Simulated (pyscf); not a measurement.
H₂S (SMILES S) + GaH₂• (SMILES [GaH2]) → HS–GaH₂ (SMILES [SH][GaH2]) + H• (SMILES [H]), a substitution at S (doublet surface; H–S broken, Ga–S formed). Optimised with ωB97X-D3(BJ)/def2-SVP in PySCF. MP2 and CC: frozen core, UHF for open shells. ΔMP2 is the change of the MP2 total energy from the triple- to the quadruple-zeta basis. Energies in kJ/mol from the separated reactants.

Small-basis levels: PySCF, no dispersion term, spherical d functions. Open shells are spin-unrestricted. 

In single points HF/STO-3G puts the saddle at 67.3 kJ/mol and the reaction energy at -20.5 kJ/mol. Should these be trusted to within a few kcal/mol? Compare with CCSD(T)/def2-TZVPP + ΔMP2(QZVPP).

CCSD(T)/def2-TZVPP + ΔMP2(QZVPP) gives ΔE‡ = 25.1 kJ/mol and ΔE = +7.4 kJ/mol. HF/STO-3G lies 42.2 kJ/mol over it in the barrier and 27.9 kJ/mol under it in the reaction energy, so on this step it does not hold to within 12.6 kJ/mol. CCSD(T)/def2-TZVPP + ΔMP2(QZVPP) has limits of its own. On the reactant side the descent ends in an adduct with a Ga–S contact, 52.2 kJ/mol under the separated species and 67.5 kJ/mol under the saddle at ωB97X-D3(BJ)/def2-TZVP. What is counted as formed (Ga–S) is already present as a longer contact in the reactant adduct; forming that adduct is a step of its own. At ωB97X-D3(BJ) the barrier from the zero used here is 15.3 kJ/mol. This is the saddle that the search found; another between the same sides may lie lower. The angle at the attacked S is 132°. The CCSD(T) − MP2 part came from Ansatz, without density fitting, on the same reference. The frozen core leaves the outer d or s,p core shells of the metals and heavy elements correlated in the MP2 and CC values, and def2-TZVPP describes them poorly, which can shift differences by a few kcal/mol. In the def2 sets elements up to Kr have no core potential.
